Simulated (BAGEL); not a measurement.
**HF/6-31G(d,p) (DC, density fitting with svp-jkfit, spherical functions) run of SiNH4F (SMILES N[SiH2]F)**

Aim: the energy difference between two shapes of SiNH4F at HF/6-31G** (DC, density fitting with svp-jkfit, spherical functions), from 2 runs. 

The calculation is run with BAGEL 1.2.2.

4 further runs of the same task are left out: 4 set aside as unsound or not needed.

### Step 1. Starting point

SiNH4F: 7 atoms, total charge 0, spin state singlet. As SMILES, `N[SiH2]F`. The coordinates come from a PBE0-D4/def2-TZVP relaxation. This is one conformer, not always the lowest.

Bond lengths: N1–Si2 1.696 Å, Si2–F3 1.605 Å, N1–H4 1.006 Å, N1–H5 1.006 Å, Si2–H6 1.479 Å, Si2–H7 1.479 Å. Angles: N1–Si2–F3 114.6°, N1–Si2–H6 108.3°, N1–Si2–H7 108.3°, F3–Si2–H6 105.8°, F3–Si2–H7 105.8°, Si2–N1–H4 122.0°, Si2–N1–H5 122.0°, H6–Si2–H7 114.0°, H4–N1–H5 111.8°.

### Step 2. The energy at HF/6-31G(d,p) (DC, density fitting with svp-jkfit, spherical functions)

calc.json reads:

```json
{ "bagel" : [

{
  "title" : "molecule",
  "basis" : "6-31gss.json",
  "df_basis" : "svp-jkfit",
  "angstrom" : "true",
  "finite_nucleus" : "true",
  "geometry" : [
    { "atom" : "N", "xyz" : [   -0.761500,    0.339000,   -0.625200 ] },
    { "atom" : "Si", "xyz" : [    0.531100,   -0.115700,    0.373400 ] },
    { "atom" : "F", "xyz" : [    0.515100,   -1.653900,    0.829800 ] },
    { "atom" : "H", "xyz" : [   -0.786600,    0.105100,   -1.603600 ] },
    { "atom" : "H", "xyz" : [   -1.682200,    0.513500,   -0.258400 ] },
    { "atom" : "H", "xyz" : [    0.455900,    0.676200,    1.620700 ] },
    { "atom" : "H", "xyz" : [    1.789400,    0.068000,   -0.382300 ] }
  ]
},
{ "title" : "hf" },
{ "title" : "dhf", "gaunt" : "false", "breit" : "false" }

]}
```

The basis set 6-31G** is read from a file made from the Basis Set Exchange's data (not shown).

Started as:

```console
$ BAGEL_NUM_THREADS=1 BAGEL calc.json > calc.out
```

Standard output:

```text
* using 1 threads per process

  ===============================================================
  ===============================================================

  *** Geometry ***

  { "atom" : "N", "xyz" : [     -1.439026,      0.640617,     -1.181457 ] },
  { "atom" : "Si", "xyz" : [      1.003634,     -0.218641,      0.705624 ] },
  { "atom" : "F", "xyz" : [      0.973398,     -3.125418,      1.568095 ] },
  { "atom" : "H", "xyz" : [     -1.486459,      0.198610,     -3.030365 ] },
  { "atom" : "H", "xyz" : [     -3.178897,      0.970374,     -0.488305 ] },
  { "atom" : "H", "xyz" : [      0.861526,      1.277833,      3.062679 ] },
  { "atom" : "H", "xyz" : [      3.381476,      0.128501,     -0.722442 ] },

  Number of auxiliary basis functions:      354

[... 23 lines left out ...]
    * Permanent dipole moment:
[... 17 lines left out ...]
imaginary part of energy is nonzero!! Perhaps Fock is not Hermite for some reasons -1.785549414e-12
[... 5 lines left out ...]
imaginary part of energy is nonzero!! Perhaps Fock is not Hermite for some reasons -1.364782165e-12
[... 3 lines left out ...]
    * SCF iteration converged.
[... 1 line left out ...]
    * Permanent dipole moment: Dirac Hartree-Fock
           (    0.480013,    -0.449990,     0.456339) a.u.

    * METHOD: DHF                                 32.04

  ===============================================================
```

Wall time 33 s (1 thread of Intel Xeon Platinum 8488C (Sapphire Rapids), shared host); peak memory 0.41 GiB.

### Step 3. The distorted shape at the same level

input.json reads:

```json
{ "bagel" : [

{
  "title" : "molecule",
  "basis" : "6-31gss.json",
  "df_basis" : "svp-jkfit",
  "angstrom" : true,
  "finite_nucleus" : true,
  "geometry" : [
    { "atom" : "N", "xyz" : [      -0.753489,       0.435396,      -0.706423 ] },
    { "atom" : "Si", "xyz" : [       0.479010,      -0.250357,       0.403103 ] },
    { "atom" : "F", "xyz" : [       0.396371,      -1.590808,       0.996682 ] },
    { "atom" : "H", "xyz" : [      -0.831998,       0.140102,      -1.535928 ] },
    { "atom" : "H", "xyz" : [      -1.601889,       0.482461,      -0.284150 ] },
    { "atom" : "H", "xyz" : [       0.414632,       0.778616,       1.659146 ] },
    { "atom" : "H", "xyz" : [       1.864597,      -0.008224,      -0.315671 ] }
  ]
},

{ "title" : "hf" },

{ "title" : "dhf", "gaunt" : false, "breit" : false }

]}
```

The basis set 6-31G** is read from a file made from the Basis Set Exchange's data (not shown).

Started as:

```console
$ BAGEL_NUM_THREADS=1 BAGEL input.json > input.out
```

Standard output:

```text
* using 1 threads per process

  ===============================================================
  ===============================================================

  *** Geometry ***

  { "atom" : "N", "xyz" : [     -1.423888,      0.822779,     -1.334946 ] },
  { "atom" : "Si", "xyz" : [      0.905198,     -0.473106,      0.761754 ] },
  { "atom" : "F", "xyz" : [      0.749033,     -3.006191,      1.883456 ] },
  { "atom" : "H", "xyz" : [     -1.572248,      0.264754,     -2.902483 ] },
  { "atom" : "H", "xyz" : [     -3.027131,      0.911719,     -0.536966 ] },
  { "atom" : "H", "xyz" : [      0.783541,      1.471371,      3.135332 ] },
  { "atom" : "H", "xyz" : [      3.523578,     -0.015541,     -0.596532 ] },

  Number of auxiliary basis functions:      354

[... 23 lines left out ...]
    * Permanent dipole moment:
[... 17 lines left out ...]
imaginary part of energy is nonzero!! Perhaps Fock is not Hermite for some reasons -1.271909192e-12
[... 3 lines left out ...]
imaginary part of energy is nonzero!! Perhaps Fock is not Hermite for some reasons -4.118321586e-12
[... 3 lines left out ...]
imaginary part of energy is nonzero!! Perhaps Fock is not Hermite for some reasons -1.157062466e-12
[... 3 lines left out ...]
    * SCF iteration converged.
[... 1 line left out ...]
    * Permanent dipole moment: Dirac Hartree-Fock
           (    0.506589,     0.340442,     0.408762) a.u.

    * METHOD: DHF                                 29.00

  ===============================================================
```

Wall time 30 s (1 thread of Intel Xeon Platinum 8488C (Sapphire Rapids), shared host); peak memory 0.41 GiB.

### Step 4. Outcome

Level: HF/6-31G** (DC, density fitting with svp-jkfit, spherical functions).

| quantity | value |
| --- | --- |
| first shape: total energy | -445.96463 Eh |
| first shape: dipole moment | 2.04 D |
| distorted shape: total energy | -445.90968 Eh |
| distorted shape: dipole moment | 1.87 D |
| energy change with the atoms displaced | 1.495 eV |

What this shows: With the atoms displaced the energy rises by 1.50 eV (34 kcal/mol). The first shape isn't relaxed at this level, so the change isn't measured from a minimum.
